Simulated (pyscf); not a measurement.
PySCF, gas phase, ωB97X-D3(BJ)/def2-SVPD geometries. MP2 and CC: frozen core, UHF for open shells. ΔMP2 is the change of the MP2 total energy from the triple- to the quadruple-zeta basis.

**Question.** Estimate by transition-state theory the rate constant of CH₃⁻ (SMILES [CH3-]) + H₂C=CH₂ (SMILES C=C) → CH₄ (SMILES C) + HC⁻=CH₂ (SMILES [CH-]=C) (singlet surface; C–H broken, C–H formed) at 298 K, with CCSD(T)/def2-TZVPPD + ΔMP2(QZVPPD) energies (ideal gas, 1 atm, RRHO with modes under 100 cm⁻¹ raised to 100, one conformer, R ln 2 for rigid chiral ones; no tunnelling).

**Answer.** The electronic barrier is 1.7 kcal/mol and the thermal terms add +4.6, so ΔG‡ = 6.3 kcal/mol. With k_BT/h = 6.21e+12 s⁻¹ and RT = 0.592 kcal/mol, and a volume of 4.06e-20 cm³ per molecule at 1 atm, k = 6.3e-12 cm³ molecule⁻¹ s⁻¹. Wigner's tunnelling factor for 1401i cm⁻¹ would be 2.91, likely too low at so high a frequency. A shift of 1 kcal/mol in the barrier changes k by a factor 5.4. On the reactant side the descent ends in a complex, 7.4 kcal/mol under the separated species and 8.1 kcal/mol under the saddle at ωB97X-D3(BJ)/def2-TZVPD. On the product side the descent ends in a complex, 4.3 kcal/mol under the separated species and 16.8 kcal/mol under the saddle at ωB97X-D3(BJ)/def2-TZVPD. One saddle was located; it need not be the lowest between these sides. The angle at the transferred H is 176°. The CCSD(T) − MP2 part came from Ansatz, without density fitting, on the same reference.
